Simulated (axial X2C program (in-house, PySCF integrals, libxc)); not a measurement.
O₂: computed against measured constants

Computed with an in-house relativistic program for diatomic molecules. Spin-free means the one-electron spin-free X2C Hamiltonian; two-component (2c) means X2C with spin–orbit coupling and atomic mean-field two-electron Coulomb and Gaunt terms, so the difference of the two also holds small scalar two-electron terms. Basis: O dyall-av3z [7s6p3d2f] (cores contracted in-house); Gaussian nuclei, density fitting, unrestricted open shells. Masses: O 15.995 u.

```
Hamiltonian    level  Re (Å)  ωe (cm⁻¹)  ωexe (cm⁻¹)  De (eV)
  spin-free     PBE0   1.193     1708.3         9.81     5.38
  spin-free       HF   1.159     1961.9         9.22     1.53
  spin-free      MP2   1.223     1457.8         15.6     5.49
  spin-free     CCSD   1.201     1658.2         10.3     4.66
  spin-free  CCSD(T)   1.212     1578.4           11     4.97
  spin-free    PBE50   1.173     1845.8         9.66     4.63
         2c     PBE0   1.193     1708.0          9.8     5.39
         2c       HF   1.159     1961.5         9.17     1.54
         2c     CCSD   1.201     1658.0         10.3     4.66
         2c  CCSD(T)   1.212     1578.2           11     4.95
         2c    PBE50   1.173     1845.5         9.65     4.63
```

De refers to O + O.

Correlated methods: 12 electrons correlated (number of frozen shells: O 1 s), 196 virtual spin orbitals or spinors in MP2, 90 natural virtuals in coupled cluster.

Measured (Huber and Herzberg, Constants of Diatomic Molecules, 1979; state 3Σg-): Re (Å) 1.20752, ωe (cm⁻¹) 1580.19, ωexe (cm⁻¹) 11.981.

Work out the error of each level, computed minus measured.



```
Hamiltonian    level  Re (Å)  ωe (cm⁻¹)  ωexe (cm⁻¹)
  spin-free     PBE0  -0.015      128.1        -2.17
  spin-free       HF  -0.049      381.7        -2.76
  spin-free      MP2   0.015     -122.4         3.62
  spin-free     CCSD  -0.007       78.0        -1.68
  spin-free  CCSD(T)   0.004       -1.8        -0.98
  spin-free    PBE50  -0.035      265.6        -2.32
         2c     PBE0  -0.015      127.8        -2.18
         2c       HF  -0.049      381.3        -2.81
         2c     CCSD  -0.007       77.8        -1.68
         2c  CCSD(T)   0.004       -2.0        -0.98
         2c    PBE50  -0.035      265.3        -2.33
```

The state is one determinant whose occupation by symmetry is held fixed; it was picked as the lowest of a PBE0 search that is not exhaustive. De is counted from the lowest determinant-based energies of the atoms at the same level, without counterpoise correction. Density functionals use the spin component along the axis (collinear). Coupled cluster ran in a truncated set of natural virtual spinors; the MP2 energy of the rest was added. (T) has no such correction and the atoms are truncated less, which lowers De at CCSD(T) by a hundredth of an eV or more. A 2c atom that is not at its ground J level misses part of its spin–orbit lowering, and De is too large by that part (0.04 eV or less for light atoms). This holds for PBE0, PBE50. The functionals have no current-density term, which raises determinants with orbital currents, atoms included. With several unpaired electrons one determinant need not be a pure state. Open-shell Ω = 0 determinants with evenly filled partner blocks cannot be reached by this program, so the Ω shown need not be the lowest component. This is the Ω = 1 component of a π² triplet; the 0⁺ component is not one determinant and can lie lowest.
